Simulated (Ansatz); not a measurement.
Species: CH4N, charge 0, multiplicity 2. It need not be the lowest isomer of its formula. 
Coordinates optimised at B3LYP-D3(BJ)/def2-TZVP (Ansatz, a program for electronic structure):
SMILES: C[NH]
```xyz
6

C      0.0571     0.6220     0.0514
N     -0.0053    -0.8134     0.0521
H     -0.9486     1.0689     0.0351
H     -0.5105    -1.0936    -0.7957
H      0.5859     0.9841     0.9335
H      0.5674     1.0026    -0.8464
```
Charge 0, spin multiplicity 2.

Basis-set convergence of Hartree-Fock and CCSD(T) correlation energies (hartree) with Ansatz. Correlated levels leave the core frozen unless marked. UHF or UKS for open shells. No spin-orbit coupling. Non-relativistic.

| basis | functions | E(HF) | E(corr, CCSD(T)) |
|---|---|---|---|
| def2-SVP | 48 | -94.52236 | -0.32368 |
| def2-TZVPP | 118 | … | … |

**Question.** Complete the blanks.

**Answer.** 
- def2-TZVPP, E(HF): -94.63433
- def2-TZVPP, E(corr, CCSD(T)): -0.39699
